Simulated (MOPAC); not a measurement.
MOPAC input (PM3):

```
PM3 PRECISE GNORM=0.05 LET XYZ CHARGE=-1 GEO-OK AUX(PRECISION=9) THREADS=1
C2H3O

C     0.13024566 1    0.85108141 1   -0.45470947 1
O    -0.00376065 1   -0.00303305 1    0.86250643 1
C     0.02493219 1   -0.64005001 1   -0.38613383 1
H    -0.92028812 1    1.20080584 1   -0.62002850 1
H    -0.89689779 1   -1.18874982 1   -0.64519838 1
H     0.91620393 1   -1.25398011 1   -0.58976473 1
```

From the last part of the output:

```
                                                       MOPAC v23.2.5 Linux

          FINAL HEAT OF FORMATION =         24.75369 KCAL/MOL =     103.56945 KJ/MOL

          COSMO AREA              =         77.73 SQUARE ANGSTROMS
          COSMO VOLUME            =         60.17 CUBIC ANGSTROMS

          GRADIENT NORM           =          0.02424          =       0.00990 PER ATOM
          IONIZATION POTENTIAL    =          1.097879 EV
          HOMO LUMO ENERGIES (EV) =         -1.098  9.225
          NO. OF FILLED LEVELS    =          9
          MOLECULAR WEIGHT        =         43.0451         POINT GROUP:  C1

          MOLECULAR DIMENSIONS (Angstroms)

            Atom       Atom       Distance
            H     6    H     4     3.14284
            H     5    O     2     2.05781
            H     5    C     1     1.23280

          SCF CALCULATIONS        =         19

   ATOM   CHEMICAL          X               Y               Z
  NUMBER   SYMBOL      (ANGSTROMS)     (ANGSTROMS)     (ANGSTROMS)

     1       C          0.09696505  *   0.81808983  *  -0.38706517  *
     2       O         -0.00385209  *   0.03839333  *   0.82732640  *
     3       C          0.03408102  *  -0.66383722  *  -0.41125892  *
     4       H         -0.87706460  *   1.30666978  *  -0.60819361  *
     5       H         -0.86836653  *  -1.25163350  *  -0.63585680  *
     6       H          0.92811828  *  -1.26600716  *  -0.61755600  *

                             CARTESIAN COORDINATES

   1    C        0.096965054     0.818089825    -0.387065170
   2    O       -0.003852087     0.038393332     0.827326397
   3    C        0.034081020    -0.663837222    -0.411258917
   4    H       -0.877064601     1.306669781    -0.608193607
   5    H       -0.868366528    -1.251633505    -0.635856801
   6    H        0.928118278    -1.266007164    -0.617555998

           Empirical Formula: C2 H3 O  =     6 atoms

      MOLECULAR POINT GROUP   :   C1

                  EIGENVALUES
 -32.28387 -19.40191 -14.97110 -10.55790  -9.51110  -7.12256  -5.11831  -4.88057
  -1.09788   9.22511   9.98943  10.11180  11.02935  11.20373  11.84419

              NET ATOMIC CHARGES AND DIPOLE CONTRIBUTIONS

  ATOM NO.   TYPE          CHARGE      No. of ELECS.   s-Pop       p-Pop
    1          C          -0.475799        4.4758     1.56705     2.90874
    2          O          -0.364170        6.3642     1.89190     4.47227
    3          C          -0.082622        4.0826     1.15545     2.92717
    4          H          -0.066464        1.0665     1.06646
    5          H          -0.018461        1.0185     1.01846
    6          H           0.007515        0.9925     0.99248
 DIPOLE           X         Y         Z       TOTAL
 POINT-CHG.     0.239    -1.886     0.027     1.901
 HYBRID        -1.783    -1.196     0.416     2.187
 SUM           -1.544    -3.082     0.443     3.475

          ATOMIC ORBITAL ELECTRON POPULATIONS

     Atom    s        px        py        pz
    1  C   1.56705   1.24793   0.88326   0.77755
    2  O   1.89190   1.96951   1.34416   1.15860
    3  C   1.15545   0.92278   1.00281   1.00158
    4  H   1.06646
    5  H   1.01846
    6  H   0.99248

 **********************
 *                    *
 * JOB ENDED NORMALLY *
 *                    *
 **********************

 == MOPAC DONE ==
```

The dipole moment of an ion depends on the origin.

The geometry given is a B3LYP-D3(BJ)/def2-TZVP minimum.
